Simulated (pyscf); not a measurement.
`[CH2]=[C]=[CH2]` + `[BrH]` → `[CH2]=[C]([CH3])[Br]`, an addition across a multiple bond or ene-type step (singlet surface; Br–H broken, C–H, Br–C formed). Single points on ωB97X-D3(BJ)/def2-SVP structures (PySCF, gas phase). MP2 and CC: frozen core, UHF for open shells. ΔMP2 is the change of the MP2 total energy from the triple- to the quadruple-zeta basis. Energies in kcal/mol from the separated reactants.

Small-basis levels: PySCF, no dispersion term, spherical d functions. AM1 to PM7: differences of heats of formation from MOPAC, which are fitted to 298 K values and so differ in kind from electronic energies by zero-point and thermal terms. GFN2-xTB: tblite. Cost: rough CPU time at the saddle relative to B3LYP/6-31G*+LANL2DZ, from one job on a shared machine.

```tsv
level	barrier	reaction energy	cost
HF/3-21G	36.8	-39.6	0.08
HF/6-31G*+LANL2DZ	30.8	-35.6	0.08
PBE/6-31G*+LANL2DZ	15.4	-38.2	2
B3LYP/STO-3G	47.2	-60.6	0.7
B3LYP/6-31G*+LANL2DZ	22.1	-34.8	1
B3LYP/def2-SVP	32.7	-29.4	1
GFN2-xTB	19.4	-38.4	under 0.02
AM1	57.2	-24.2	under 0.02
PM7	39.4	-29.0	under 0.02
CCSD(T)/def2-TZVPP + ΔMP2(QZVPP)	36.2	-33.1	–
```

Against the last row the barrier runs from -20.8 (PBE/6-31G*+LANL2DZ) to +21.1 kcal/mol (AM1). CCSD(T)/def2-TZVPP + ΔMP2(QZVPP) has limits of its own. On the product side the descent ends in a point that may be a rotor saddle (no frequency run), 2.5 kcal/mol over the lowest minimum found and 66.6 kcal/mol under the saddle at ωB97X-D3(BJ)/def2-TZVP. At ωB97X-D3(BJ)/def2-TZVP the barrier from the zero used here is 32.8 kcal/mol. The same reactants have a lower exit, to HC≡C–CH₃ + HBr (barrier +28.3 kcal/mol at ωB97M-D3(BJ)/def2-TZVP, against +33.4 kcal/mol here). One saddle was located; it need not be the lowest between these sides. The CCSD(T) − MP2 part came from Ansatz, without density fitting, on the same reference. The frozen core leaves the outer d or s,p core shells of the metals and heavy elements correlated in the MP2 and CC values, and def2-TZVPP describes them poorly, which can shift differences by a few kcal/mol. In the def2 sets elements up to Kr have no core potential.
